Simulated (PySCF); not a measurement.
Delta-SCF ions had no search for a lower state. 

Z-matrix (Å, degrees):
```
S
H 1 1.3519
H 1 1.3519 2 92.09
```
Charge 0, spin multiplicity 1.

Problem. Predict the vertical ionisation energy (Delta-SCF), LUMO and HOMO from PySCF 2.14.0 with M06-2X/def2-TZVP // B3LYP-D3(BJ)/def2-SVP.

Solution. 
```yaml
vertical ionisation energy (Delta-SCF): 10.41 eV
LUMO: 1.48 eV
HOMO: -8.68 eV
```
